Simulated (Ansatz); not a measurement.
C2H3Cl, singlet: cost against accuracy

Geometry (MP2(full)/6-31G*, from the G2/97 set):

| atom | x (Å) | y (Å) | z (Å) |
| --- | --- | --- | --- |
| C | 0.0608 | 0.8363 | 0.0000 |
| C | 1.3640 | 1.1088 | 0.0000 |
| Cl | -0.5708 | -0.7747 | 0.0000 |
| H | -0.7103 | 1.5973 | 0.0000 |
| H | 2.1169 | 0.3298 | 0.0000 |
| H | 1.6929 | 2.1415 | 0.0000 |

Measured, as an electronic atomization energy: 539.1 kcal/mol (G2/97 heats of formation of molecule and atoms, with zero-point and thermal terms from B3LYP taken off; Curtiss et al., J. Chem. Phys. 106, 1063 (1997), Staroverov et al., J. Chem. Phys. 119, 12129 (2003)). The measured value holds scalar relativity and spin–orbit coupling, which all computed ones lack, and core correlation, which the wave-function levels lack. Atoms are taken at the same level; beside RHF, RMP2 and RCC rows they are unrestricted. The atoms' steps beyond CCSDT(Q) are taken from restricted open-shell runs, which share full CI's core. Ansatz 0.2.0; the 6-31G* set has Cartesian d functions; a miss is computed less measured; times are wall times on shared hosts and scatter by a factor of two or so.

```json
{"level": "UHF", "basis": "STO-3G", "miss (kcal/mol)": "-73.7", "time of the run": "0.15 s", "hardware": "1 CPU thread"}
{"level": "SPW92", "basis": "STO-3G", "miss (kcal/mol)": "188.3", "time of the run": "0.3 s", "hardware": "1 CPU thread"}
{"level": "SPW92", "basis": "6-31G", "miss (kcal/mol)": "67.1", "time of the run": "0.45 s", "hardware": "1 CPU thread"}
{"level": "UHF", "basis": "6-31G", "miss (kcal/mol)": "-171.3", "time of the run": "0.48 s", "hardware": "1 CPU thread"}
{"level": "RCCSD(T)", "basis": "6-31G", "miss (kcal/mol)": "-76.8", "time of the run": "0.51 s", "hardware": "1 CPU thread"}
{"level": "PBE", "basis": "STO-3G", "miss (kcal/mol)": "104.4", "time of the run": "0.54 s", "hardware": "1 CPU thread"}
{"level": "PBE0", "basis": "STO-3G", "miss (kcal/mol)": "87.0", "time of the run": "0.54 s", "hardware": "1 CPU thread"}
{"level": "SPW92", "basis": "6-31G*", "miss (kcal/mol)": "83.7", "time of the run": "0.57 s", "hardware": "1 CPU thread"}
{"level": "PBE", "basis": "cc-pV(D+d)Z", "miss (kcal/mol)": "11.9", "time of the run": "0.66 s", "hardware": "1 CPU thread"}
{"level": "revPBE", "basis": "6-31G", "miss (kcal/mol)": "-17.6", "time of the run": "0.72 s", "hardware": "1 CPU thread"}
{"level": "B2PLYP", "basis": "STO-3G", "miss (kcal/mol)": "47.0", "time of the run": "0.75 s", "hardware": "1 CPU thread"}
{"level": "PBE", "basis": "6-31G", "miss (kcal/mol)": "1.2", "time of the run": "0.75 s", "hardware": "1 CPU thread"}
{"level": "RPA-PBE", "basis": "6-31G", "miss (kcal/mol)": "-111.7", "time of the run": "0.9 s", "hardware": "1 CPU thread"}
{"level": "CISD", "basis": "6-31G", "miss (kcal/mol)": "-94.1", "time of the run": "0.94 s", "hardware": "1 CPU thread"}
{"level": "PBE", "basis": "6-31G*", "miss (kcal/mol)": "17.3", "time of the run": "1.1 s", "hardware": "1 CPU thread"}
{"level": "B2PLYP", "basis": "6-31G", "miss (kcal/mol)": "-40.5", "time of the run": "1.2 s", "hardware": "1 CPU thread"}
{"level": "B3LYP", "basis": "6-31G*", "miss (kcal/mol)": "-2.2", "time of the run": "1.2 s", "hardware": "1 CPU thread"}
{"level": "B2PLYP", "basis": "cc-pV(D+d)Z", "miss (kcal/mol)": "-15.5", "time of the run": "1.3 s", "hardware": "1 CPU thread"}
{"level": "CISDTQ", "basis": "STO-3G", "miss (kcal/mol)": "3.1", "time of the run": "1.4 s", "hardware": "1 CPU thread"}
{"level": "PBE0", "basis": "cc-pV(T+d)Z", "miss (kcal/mol)": "7.4", "time of the run": "1.5 s (with forces)", "hardware": "H100 + 5 CPU threads"}
{"level": "PBE-QIDH", "basis": "cc-pV(T+d)Z", "miss (kcal/mol)": "2.6", "time of the run": "1.5 s", "hardware": "H100 + 5 CPU threads"}
{"level": "r2SCAN0", "basis": "cc-pV(T+d)Z", "miss (kcal/mol)": "-2.9", "time of the run": "1.5 s", "hardware": "H100 + 5 CPU threads"}
{"level": "r2SCAN", "basis": "cc-pV(T+d)Z", "miss (kcal/mol)": "6.2", "time of the run": "1.5 s (with forces)", "hardware": "H100 + 5 CPU threads"}
{"level": "CAM-B3LYP", "basis": "cc-pV(T+d)Z", "miss (kcal/mol)": "2.1", "time of the run": "1.6 s", "hardware": "H100 + 5 CPU threads"}
{"level": "B3LYP", "basis": "cc-pV(Q+d)Z", "miss (kcal/mol)": "1.1", "time of the run": "1.6 s", "hardware": "H100 + 5 CPU threads"}
{"level": "B2PLYP", "basis": "6-31G*", "miss (kcal/mol)": "-13.5", "time of the run": "1.7 s", "hardware": "1 CPU thread"}
{"level": "PBE", "basis": "cc-pV(Q+d)Z", "miss (kcal/mol)": "19.2", "time of the run": "1.8 s", "hardware": "H100 + 5 CPU threads"}
{"level": "PBE-QIDH", "basis": "cc-pV(Q+d)Z", "miss (kcal/mol)": "6.0", "time of the run": "2 s", "hardware": "H100 + 5 CPU threads"}
{"level": "r2SCAN", "basis": "6-31G*", "miss (kcal/mol)": "2.9", "time of the run": "2.1 s", "hardware": "1 CPU thread"}
{"level": "B2PLYP", "basis": "cc-pV(T+d)Z", "miss (kcal/mol)": "-1.4", "time of the run": "2.2 s", "hardware": "H100 + 5 CPU threads"}
{"level": "wB97M-V", "basis": "cc-pV(Q+d)Z", "miss (kcal/mol)": "5.8", "time of the run": "2.3 s", "hardware": "H100 + 5 CPU threads"}
{"level": "full CI", "basis": "STO-3G", "miss (kcal/mol)": "3.4", "time of the run": "2.4 s", "hardware": "H100 + 5 CPU threads"}
{"level": "CISD", "basis": "6-31G*", "miss (kcal/mol)": "-74.0", "time of the run": "2.5 s", "hardware": "1 CPU thread"}
{"level": "RCCSD(T)", "basis": "cc-pV(T+d)Z", "miss (kcal/mol)": "-10.7", "time of the run": "2.5 s (with forces)", "hardware": "H100 + 5 CPU threads"}
{"level": "B2PLYP", "basis": "cc-pV(Q+d)Z", "miss (kcal/mol)": "1.7", "time of the run": "2.5 s", "hardware": "H100 + 5 CPU threads"}
{"level": "RCCSDT(Q)", "basis": "cc-pV(D+d)Z", "miss (kcal/mol)": "-36.7", "time of the run": "3.7 s", "hardware": "H100 + 5 CPU threads"}
{"level": "wB97M-V", "basis": "6-31G*", "miss (kcal/mol)": "7.0", "time of the run": "4.5 s", "hardware": "1 CPU thread"}
{"level": "RCCSDT(Q)", "basis": "6-31G", "miss (kcal/mol)": "-76.4", "time of the run": "6 s", "hardware": "1 CPU thread"}
{"level": "RCCSDTQ", "basis": "6-31G", "miss (kcal/mol)": "-76.4", "time of the run": "9 s", "hardware": "H100 + 5 CPU threads"}
{"level": "RCCSDT(Q)", "basis": "cc-pV(T+d)Z", "miss (kcal/mol)": "-10.6", "time of the run": "37 s", "hardware": "H100 + 5 CPU threads"}
```

HF's time is that of a plain UHF run.

The smallest set from which on each level stays within 1 kcal/mol of its own cc-pV(Q+d)Z value: RHF cc-pV(T+d)Z; PBE cc-pV(T+d)Z; r2SCAN cc-pV(T+d)Z; B3LYP cc-pV(T+d)Z; wB97M-V cc-pV(T+d)Z; B2PLYP none (cc-pV(T+d)Z is 3.1 kcal/mol off); RMP2 none (cc-pV(T+d)Z is 8.6 kcal/mol off); RCCSD(T) none (cc-pV(T+d)Z is 8.3 kcal/mol off).
